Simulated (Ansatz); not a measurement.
Take a crystal in which Rh has been replaced by Pd on all its sites, with the cell rescaled by a rough guess (in some cases also distorted within its space group) and nothing relaxed:

```
Ti Pd
1.0
     3.97521    0.00000    0.00000
     0.00000    3.97521    0.00000
     0.00000    0.00000    3.97521
Ti Pd
1 3
Direct
  0.00000 0.00000 0.00000
  0.00000 0.50000 0.50000
  0.50000 0.00000 0.50000
  0.50000 0.50000 0.00000
```

The calculation used DFT PBEsol, scalar-relativistic, plane waves, PAW in Ansatz.

Cutoff 420 eV; k points 10×10×10 on the computed 4-atom cell (Γ-centred); Gaussian smearing, width 0.10 eV; no spin polarisation.

**Question.** What pressure does the cell carry?

**Answer.** The pressure is -13.9 GPa (positive in compression), so the cell would contract.

**Question.** Is it a metal on this mesh?

**Answer.** Yes, a band crosses the Fermi level.

**Question.** What is its energy against the elements in their standard states?

**Answer.** -0.619 eV/atom at this unrelaxed geometry, with the elements in the same functional.